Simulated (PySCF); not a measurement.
thiirane: calculation against experiment

**The experiment to reproduce.**

From NIST CCCBDB Release 22 (SRD 101), experimental dipoles, for the gas: dipole moment (microwave Stark effect) 1.85 D.

NIST CCCBDB Release 22 (SRD 101), experimental polarizabilities lists, for the gas: mean polarisability 6.91 Å³.

How close the calculation comes is told at the end.

Compound: thiirane, C2H4S.
SMILES with atom numbers: `[CH2:1]1[CH2:2][S:3]1` (hydrogens: H4, H5 on C1; H6, H7 on C2)

Geometry (PBE0-D3(BJ)/def2-TZVP, Å), atoms numbered from 1 in this order:
```xyz
7
C2H4S angstrom
C     -0.5105   -0.0179   -0.5393
C      0.4084    0.0173    0.6179
S      1.2350   -0.0917   -0.9794
H     -1.0744   -0.9265   -0.7165
H     -1.0200    0.8987   -0.8137
H      0.5320    0.9576    1.1428
H      0.4805   -0.8671    1.2404
```

The PySCF runs (gas phase, on this PBE0-D3(BJ)/def2-TZVP geometry; no spin–orbit coupling):

```tsv
level	job	basis functions	wall time
PBE0-D3(BJ)/def2-TZVP, grid level 2	geometry optimisation from a GFN2-xTB start shaken at random	123	49 s
B97-2/pcSseg-2	shieldings, ring-centre shieldings	171	12 s
KT3/pcSseg-2	shieldings, ring-centre shieldings	171	17 s
PBE0/pcSseg-2	shieldings, ring-centre shieldings, charges and field gradients	171	14 s
wB97X-D/pcSseg-2	shieldings, ring-centre shieldings	171	15 s
CAM-B3LYP/aug-cc-pVTZ	10 singlets by full TDDFT, 4 Tamm–Dancoff triplets, polarisability	234	26 s
PBE0/aug-cc-pVTZ	10 singlets by full TDDFT, 4 Tamm–Dancoff triplets, polarisability, dynamic polarisability	234	24 s
wB97X-D/aug-cc-pVTZ	10 singlets by full TDDFT, 4 Tamm–Dancoff triplets, polarisability, ΔSCF ions	234	47 s
```

Hardware: an Arm Neoverse N1 with one thread, shared host.

Results beside the measurements:

**Dipole moment.** Measured: 1.85 D (NIST CCCBDB Release 22 (SRD 101), experimental dipoles).

| level | computed (D) | computed − measured (D) | % (from the printed values) |
| --- | --- | --- | --- |
| PBE0-D3(BJ)/def2-TZVP | 1.91 | +0.06 | +3 |
| B97-2/pcSseg-2 | 1.99 | +0.14 | +8 |
| KT3/pcSseg-2 | 1.93 | +0.08 | +4 |
| PBE0/pcSseg-2 | 1.99 | +0.14 | +8 |
| wB97X-D/pcSseg-2 | 2.02 | +0.17 | +9 |
| CAM-B3LYP/aug-cc-pVTZ | 1.90 | +0.05 | +3 |
| PBE0/aug-cc-pVTZ | 1.91 | +0.06 | +3 |
| wB97X-D/aug-cc-pVTZ | 1.94 | +0.09 | +5 |

Closest is CAM-B3LYP/aug-cc-pVTZ (+0.05 D), furthest wB97X-D/pcSseg-2 (+0.17 D); one molecule doesn't rank methods. All 8 levels lie above the measurement. The computed dipoles belong to one fixed geometry; measured ones are averaged over vibrations unless marked μe. Magnitudes are compared, not signs.

**Mean polarisability.** Measured: 6.91 Å³ (NIST CCCBDB Release 22 (SRD 101), experimental polarizabilities).

```csv
level,computed (Å³),computed − measured (Å³),% (from the printed values)
CAM-B3LYP/aug-cc-pVTZ,6.55,-0.36,-5
PBE0/aug-cc-pVTZ,6.56,-0.35,-5
wB97X-D/aug-cc-pVTZ,6.55,-0.36,-5
```

All 3 levels lie below the measurement. The computed values are static and purely electronic, with core orbitals frozen in the response (1 au = 0.148185 Å³). The table of measured values doesn't say here whether a value is static or optical, or holds a vibrational part.

No measured geometry was used, and the causes of the misses weren't examined.
